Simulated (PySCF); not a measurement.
Relaxing a trial structure of HNOSi

The starting geometry of this gas-phase singlet was optimised with GFN2-xTB; its bonds are those of `N#[Si]O`.

```csv
atom,x (Å),y (Å),z (Å)
N,-2.6256,1.3542,-2.3743
O,-0.4547,-0.7864,-3.0984
Si,-1.5948,0.2586,-2.7680
H,-0.4048,-1.5972,-3.5945
```

Problem. Predict what becomes of its bonds when it is optimised with B3LYP/6-31G*.

Solution. It keeps its bonds, and is `N#[Si]O`.

The energy falls by 0.11 eV over 11 steps:

| step | E − E(last) (eV) |
| --- | --- |
| 1 | 0.108 |
| 2 | 0.053 |
| 3 | 0.014 |
| 4 | 0.004 |
| 5 | 0.002 |
| 7 | 0.001 |
| 8 | 0.000 |
| 9 | 0.000 |
| 10 | 0.000 |
| 11 | 0.000 |

Final geometry (Å):

| atom | x (Å) | y (Å) | z (Å) |
| --- | --- | --- | --- |
| N | -2.6585 | 1.3023 | -2.4388 |
| O | -0.3263 | -0.8122 | -3.0733 |
| Si | -1.4950 | 0.2896 | -2.7290 |
| H | -0.5780 | -1.5740 | -3.6213 |

The end wasn't checked by frequencies. Run with PySCF 2.14.0, 14 s on 2 threads of Intel(R) Xeon(R) 6975P-C (Granite Rapids), on a shared host.
